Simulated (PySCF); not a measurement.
Species: BCl (singlet state).
Cartesian coordinates in Å at the PBE0-D3(BJ)/def2-TZVP level; atoms count from 1:
```
atom  x, y, z in Å
B1     0.8655   -0.0391    0.0055
Cl2   -0.8515    0.0121   -0.0158
```

Linear response at PBE0/aug-cc-pVTZ (PySCF, frozen core in the response, non-relativistic). Geometry: PBE0-D3(BJ)/def2-TZVP; no solvent, vibrations or thermal averaging.

Static isotropic polarisability: 33.11 au (4.91 Å³), principal values 29.3, 29.3, 40.7 au.

(1) What is the polarisability at 1064 nm and at the sodium D line?

(2) What is the isotropic C6 coefficient between two such molecules, C6 = (3/π)∫α(iω)² dω?

(3) Which effective excitation energy ω̄ makes London's formula C6 = (3/4)α²ω̄ exact here?

(4) How anisotropic is the static polarisability, by Δα² = ½[(α1 − α2)² + (α2 − α3)² + (α3 − α1)²]?

(5) How many electrons N does the Slater–Kirkwood formula C6 = (3/4)·√N·α^(3/2) need to give this C6?

(6) What n − 1 at the D line would an ideal gas of it have at 273.15 K and 1 atm (2.6868 × 10¹⁹ cm⁻³), by n − 1 = 2π·N·α′?

Answers

(1) 33.79 au at 1064 nm (+2.1 %), 35.61 au at 589.3 nm (+7.5 %). The rise at 589.3 nm is 3.67 times that at 1064 nm; a pure ω² law gives 3.26. The lowest singlet lies at 282 nm, shorter than both wavelengths.

(2) 331.1 au (Eh·bohr⁶) by a ten-point quadrature over imaginary frequencies, which is 198 eV·Å⁶ or 19.1 J·nm⁶/mol.

(3) ω̄ = 4·C6/(3α²) = 0.403 Eh = 11.0 eV. A one-pole form α(ω) = α/(1 − ω²/ω̄²) fitted to the 1064 nm value gives 8.2 eV.

(4) Δα = 11.3 au, or 0.34 of the isotropic value.

(5) N = (4·C6/3)²/α³ = 5.4; the species has 22 electrons in all.

(6) 8.91 × 10⁻⁴, a formal value whether or not that pressure can be reached.
